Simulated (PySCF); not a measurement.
Process, species as SMILES: N#N (N2) + H+ → N#[NH+]
B3LYP-D3(BJ)/def2-TZVP geometries, fixed; electronic energies without zero-point terms; positive where energy is released.
Largest species:
```
N
N 1 1.0860
H 1 1.0380 2 180.00
```
Charge +1, spin multiplicity 1.

Basis-set convergence of the proton affinity at HF with PySCF. All functions are spherical. Density fitting with generated auxiliary sets. No added dispersion term, no relativity. Functions are those of the species that has most. Reference: the value in aug-pcseg-3, 121.37 kcal/mol, itself unsure by roughly 0.08 kcal/mol (its mean distance from aug-cc-pVQZ, cc-pV5Z, def2-QZVPPD). Deviations are taken from unrounded values.

```json
[
 {"basis": "6-31G**", "functions": "33", "proton affinity (kcal/mol)": "120.53", "minus reference (kcal/mol)": "-0.83"},
 {"basis": "cc-pVDZ", "functions": "33", "proton affinity (kcal/mol)": "120.88", "minus reference (kcal/mol)": "-0.49"},
 {"basis": "def2-SVP", "functions": "33", "proton affinity (kcal/mol)": "121.11", "minus reference (kcal/mol)": "-0.26"},
 {"basis": "6-311G**", "functions": "42", "proton affinity (kcal/mol)": "120.83", "minus reference (kcal/mol)": "-0.54"},
 {"basis": "def2-SVPD", "functions": "48", "proton affinity (kcal/mol)": "120.24", "minus reference (kcal/mol)": "-1.12"},
 {"basis": "def2-TZVPP", "functions": "76", "proton affinity (kcal/mol)": "121.25", "minus reference (kcal/mol)": "-0.12"},
 {"basis": "def2-TZVPD", "functions": "83", "proton affinity (kcal/mol)": "120.73", "minus reference (kcal/mol)": "-0.63"},
 {"basis": "6-311++G(3df,3pd)", "functions": "96", "proton affinity (kcal/mol)": "120.66", "minus reference (kcal/mol)": "-0.71"},
 {"basis": "aug-pcseg-2", "functions": "115", "proton affinity (kcal/mol)": "121.37", "minus reference (kcal/mol)": "0.00"},
 {"basis": "def2-QZVPP", "functions": "144", "proton affinity (kcal/mol)": "121.46", "minus reference (kcal/mol)": "0.09"},
 {"basis": "pcseg-3", "functions": "153", "proton affinity (kcal/mol)": "121.43", "minus reference (kcal/mol)": "0.06"},
 {"basis": "def2-QZVPPD", "functions": "159", "proton affinity (kcal/mol)": "121.28", "minus reference (kcal/mol)": "-0.08"},
 {"basis": "aug-cc-pVQZ", "functions": "206", "proton affinity (kcal/mol)": "121.26", "minus reference (kcal/mol)": "-0.11"}
]
```
